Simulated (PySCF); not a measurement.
# Name the molecule from its bond curve

A diatomic of charge +1 contains Si. Its doublet curve at PBE0 in a triple-zeta basis (no relativity, PySCF), in eV from the separated fragments:

(R (Å), E (eV)): (1.308, -2.970), (1.369, -3.954), (1.430, -4.484), (1.475, -4.667), (1.521, -4.712), (1.567, -4.656), (1.627, -4.467), (1.704, -4.112), (1.795, -3.591), (1.917, -2.835)

The fit gives ωe = 1158 cm⁻¹ and the rotational constant Bₑ = 0.7203 cm⁻¹.

Q: Which atom is the partner?

A: The minimum lies at 1.516 Å, so the reduced mass is 16.8576 u Å² cm⁻¹/(Bₑ·Re²) = 10.18 u. With Si at 27.98 u the partner weighs about 16.0 u: O. The molecule is SiO⁺.

The state is the lowest determinant that a PBE0 search found; another state may lie lower at other levels.
